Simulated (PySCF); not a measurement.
Isomers of C3H4O4, mass 104.011 u with the commonest isotopes. Method: PBE0-D3(BJ)/def2-SVP geometry optimisation, gas phase (PySCF 2.14.0). One conformer each, none proved a minimum here; rigid rotors.

Task: Order these by rotational constant B, largest first.
A. `[O:1]=[CH:2][O:3][CH2:4][O:5][CH:6]=[O:7]` with O1–C2–O3–C4 2°, C2–O3–C4–O5 86°, O3–C4–O5–C6 88°, C4–O5–C6–O7 2°
B. `[O:1]=[C:2]([OH:3])[CH2:4][C:5](=[O:6])[OH:7]` with O1–C2–O3–H 0°, O1–C2–C4–C5 37°, C2–C4–C5–O6 54°, C4–C5–O7–H -179° (malonic acid)
C. `[O:1]=[CH:2][O:3][CH2:4][C:5](=[O:6])[OH:7]` with O1–C2–O3–C4 -4°, C2–O3–C4–C5 -77°, O3–C4–C5–O6 -1°, C4–C5–O7–H 180°

Result: C (1848 MHz), B (1624 MHz), A (1507 MHz).

Task: Order these by radius of gyration √(Σ m r²/M), smallest first.
A. `[O:1]=[C:2]([OH:3])[CH2:4][C:5](=[O:6])[OH:7]` with O1–C2–O3–H 0°, O1–C2–C4–C5 37°, C2–C4–C5–O6 54°, C4–C5–O7–H -179°
B. `[O:1]=[CH:2][O:3][CH2:4][O:5][CH:6]=[O:7]` with O1–C2–O3–C4 2°, C2–O3–C4–O5 86°, O3–C4–O5–C6 88°, C4–O5–C6–O7 2°
C. `[O:1]=[CH:2][O:3][CH2:4][C:5](=[O:6])[OH:7]` with O1–C2–O3–C4 -4°, C2–O3–C4–C5 -77°, O3–C4–C5–O6 -1°, C4–C5–O7–H 180°

Result: C (1.773 Å), A (1.861 Å), B (1.911 Å).

Task: Order these by rotational constant A, largest first.
A. `[O:1]=[CH:2][O:3][CH2:4][O:5][CH:6]=[O:7]` with O1–C2–O3–C4 2°, C2–O3–C4–O5 86°, O3–C4–O5–C6 88°, C4–O5–C6–O7 2°
B. `[O:1]=[CH:2][O:3][CH2:4][C:5](=[O:6])[OH:7]` with O1–C2–O3–C4 -4°, C2–O3–C4–C5 -77°, O3–C4–C5–O6 -1°, C4–C5–O7–H 180°
C. `[O:1]=[C:2]([OH:3])[CH2:4][C:5](=[O:6])[OH:7]` with O1–C2–O3–H 0°, O1–C2–C4–C5 37°, C2–C4–C5–O6 54°, C4–C5–O7–H -179°

Result: A (8088 MHz), C (5809 MHz), B (5431 MHz).

```tsv
SMILES	point group	Ia (u·Å²)	Ib (u·Å²)	Ic (u·Å²)	κ	μa (D)	μb (D)	μc (D)
O=C(O)CC(=O)O	near C2	86.99	311.18	322.55	-0.97	0.24	2.27	0.17
O=COCC(=O)O	C1	93.05	273.41	287.19	-0.95	1.34	1.93	0.04
O=COCOC=O	–	62.49	335.39	361.55	-0.97	0.03	0.03	0.14
```
